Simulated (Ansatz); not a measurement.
# B2Cl+ (quintet): from Hartree-Fock to the top rungs, cc-pVDZ

How much of the correlation energy of B2Cl+ (quintet) does each wave-function method recover here?

Computed with Ansatz 0.2.0, Gaussian basis. Level: cc-pVDZ, core rule «outside noble gas», up to 7 orbitals frozen.

The runs, in order: UHF; CCSD(T) on ROHF; CCSD(T) on UHF; BCCD(T) on ROHF; CISD; CCSDT(Q) on ROHF; CCSDT(Q) on UHF; CASSCF and MRCISD+Q, 10 electrons in 11 orbitals; CASSCF and NEVPT2, 10 electrons in 11 orbitals.

32 further runs of the same task are left out: 7 for a known fault of the program, 14 that didn't finish, 11 set aside as unsound or not needed.

**1. The system**

The geometry is a PBE0/def2-TZVP stationary point (not a proven minimum) of the parent state, kept for this charge and spin.

3 atoms, charge 1, spin multiplicity 5.

Atoms are counted from 1 here; the program's logs count them from 0.

Bond lengths: B1–B2 1.516 Å, B2–Cl3 1.683 Å. Angles: B1–B2–Cl3 180.0°.

**2. UHF**

Input file in.yaml:

```yaml
crystal:
  periodic: [false, false, false]
  atoms:
    - {symbol: B, position_ang: [0.000000, 0.000000, -1.572000]}
    - {symbol: B, position_ang: [0.000000, 0.000000, -0.055600]}
    - {symbol: Cl, position_ang: [0.000000, 0.000000, 1.627600]}
basis:
  gaussian: {orbitals: cc-pVDZ}
total_charge: 1
magnetization: {spin_polarized: true, initial_magnetization: 4}
hamiltonian: {xc: hf}
output: {orbitals: {seedname: orbitals}}
```

The run is started by

```
> ansatz run in.yaml --threads 1 --pin off --events-out ev --progress --plain --max-ram 2393MiB
```

After this run come: CCSD(T) on ROHF; CCSD(T) on UHF; BCCD(T) on ROHF; CISD; CCSDT(Q) on ROHF; CCSDT(Q) on UHF; CASSCF and MRCISD+Q, 10 electrons in 11 orbitals; CASSCF and NEVPT2, 10 electrons in 11 orbitals.

Before running them: what should the planned runs give, taken together? Wanted: UCCSDT(Q) below the RHF energy; RMP2 from UCCSDT(Q); UMP2 from UCCSDT(Q); RCCSD from UCCSDT(Q); RCCSD(T) from UCCSDT(Q); UCCSD(T) from UCCSDT(Q); RCCSDT(Q) from UCCSDT(Q); NEVPT2 valence from UCCSDT(Q); MRCISD+Q valence from UCCSDT(Q).

As calculated:

```
                         quantity                                        value
   UCCSDT(Q) below the RHF energy                                   -6.6771 eV
              RMP2 from UCCSDT(Q)                                +111.4 kJ/mol
              UMP2 from UCCSDT(Q)                                +115.3 kJ/mol
             RCCSD from UCCSDT(Q)                                 +22.6 kJ/mol
          RCCSD(T) from UCCSDT(Q)                                  +4.8 kJ/mol
          UCCSD(T) from UCCSDT(Q)                                  +4.7 kJ/mol
         RCCSDT(Q) from UCCSDT(Q)                                  +0.1 kJ/mol
    NEVPT2 valence from UCCSDT(Q)                                 +93.5 kJ/mol
  MRCISD+Q valence from UCCSDT(Q)                                  +0.9 kJ/mol
levels within 1 kcal/mol (43 meV)  RCCSDT, UCCSDT, RCCSDT(Q), MRCISD+Q valence
                    T1 diagnostic                                        0.019
   effectively unpaired electrons                                         4.02
```

**Reading.** RCCSD(T) lands +4.8 kJ/mol from the yardstick (0.7 % of the correlation energy). One determinant dominates. Of the multireference levels listed MRCISD+Q valence comes nearest in total energy (+0.9 kJ/mol), which doesn't show that its space is the better one. These misses are within one basis, not against nature; the frozen cores of restricted and unrestricted runs differ, which can shift their rows.
